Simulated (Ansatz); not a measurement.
# CH₄Al₂: a ladder of functionals and wavefunction methods

The task here is to estimate one member of a computed series from the others.

Program: Ansatz 0.2.0, Gaussian basis. Level of theory: functionals in def2-TZVPP, the program's frozen cores in correlated methods. These are calculated values, not measurements.

The runs, in order: LDA (SPW92), PBE-D4, revPBE-D4, BLYP-D4, r2SCAN-D4, B97M-V, PBE0-D4, B3LYP-D4, r2SCANh-D4, r2SCAN0-D4, HSE06-D4, BHLYP-D4, CAM-B3LYP-D4, LC-ωPBE, ωB97X-V, ωB97M-V, B2PLYP, PBE-QIDH; CCSD(T)/def2-SVP; CCSD(T)/def2-TZVPP; MP2/def2-QZVPP; extrapolation to the limit; RPA on PBE.

1 further run of the same task is left out (it didn't finish).

**Structure used throughout**

All runs share one geometry, relaxed beforehand with PBE0-D4 in a triple-zeta def2 set.

SMILES `[CH2]1[AlH][AlH]1`, 7 atoms, charge 0, spin multiplicity 1.

Atoms are counted from 1 here; the program's logs count them from 0.

Bond lengths: C1–Al2 1.958 Å, C1–Al3 1.958 Å, C1–H4 1.090 Å, C1–H5 1.126 Å, Al2–Al3 2.439 Å, Al2–H6 1.593 Å, Al3–H7 1.593 Å. Angles: Al2–C1–Al3 77.0°, Al2–C1–H4 137.1°, Al2–C1–H5 91.6°, Al3–C1–H4 137.1°, Al3–C1–H5 91.7°, H4–C1–H5 108.4°, C1–Al2–Al3 51.5°, C1–Al2–H6 136.3°, Al3–Al2–H6 167.5°, C1–Al3–Al2 51.5°, C1–Al3–H7 136.3°, Al2–Al3–H7 167.4°.

The first run:

File in.yaml:

```yaml
crystal:
  periodic: [false, false, false]
  atoms:
    - {symbol: C, position_ang: [-0.661670, -0.118702, -0.413429]}
    - {symbol: Al, position_ang: [0.072880, 0.914641, 1.079064]}
    - {symbol: Al, position_ang: [1.158705, -0.820680, -0.246661]}
    - {symbol: H, position_ang: [-1.637462, -0.494025, -0.721729]}
    - {symbol: H, position_ang: [-0.328910, 0.658816, -1.156572]}
    - {symbol: H, position_ang: [-0.506461, 1.870989, 2.214225]}
    - {symbol: H, position_ang: [1.964118, -2.078941, -0.800697]}
basis:
  gaussian: {orbitals: def2-TZVPP}
hamiltonian: {xc: lda}
output: {orbitals: {seedname: orbitals}}
```

The run is started by

```console
ansatz run in.yaml --threads 2 --pin off --events-out ev --progress --plain --max-ram 4352MiB
```

Steps of the session up to this table: LDA; PBE-D4 (GGA); revPBE-D4 (GGA); BLYP-D4 (GGA); r2SCAN-D4 (meta-GGA); B97M-V (meta-GGA); PBE0-D4 (hybrid); B3LYP-D4 (hybrid); r2SCANh-D4 (hybrid); r2SCAN0-D4 (hybrid); HSE06-D4 (hybrid); BHLYP-D4 (hybrid); CAM-B3LYP-D4 (range-separated); LC-ωPBE (range-separated); ωB97X-V (range-separated); ωB97M-V (range-separated); B2PLYP (double hybrid); PBE-QIDH (double hybrid).

One of the session's tables, all rows but one given; the rest of the session is left out.

It belongs to the step «Frontier levels by functional». 

| functional | HOMO (eV) | LUMO (eV) | gap (eV) |
| --- | --- | --- | --- |
| LDA (SPW92) | -4.85 | -2.97 | 1.88 |
| PBE-D4 | -4.78 | -2.79 | 1.99 |
| revPBE-D4 | ? | ? | ? |
| BLYP-D4 | -4.64 | -2.61 | 2.02 |
| r2SCAN-D4 | -4.93 | -2.60 | 2.33 |
| B97M-V | -4.95 | -2.69 | 2.26 |
| PBE0-D4 | -5.65 | -2.04 | 3.61 |
| B3LYP-D4 | -5.49 | -2.18 | 3.31 |
| r2SCANh-D4 | -5.25 | -2.33 | 2.92 |
| r2SCAN0-D4 | -5.74 | -1.94 | 3.80 |
| HSE06-D4 | -5.27 | -2.41 | 2.86 |
| BHLYP-D4 | -6.41 | -1.19 | 5.22 |
| CAM-B3LYP-D4 | -6.78 | -1.01 | 5.77 |
| LC-ωPBE | -7.95 | -0.05 | 7.90 |
| ωB97X-V | -7.70 | -0.12 | 7.58 |
| ωB97M-V | -7.47 | -0.33 | 7.15 |

**Question.** Estimate the row for revPBE-D4.

The run gave: HOMO (eV): -4.74; LUMO (eV): -2.71; gap (eV): 2.03. In the column «HOMO (eV)» it lies between PBE-D4 (-4.78) and BLYP-D4 (-4.64).
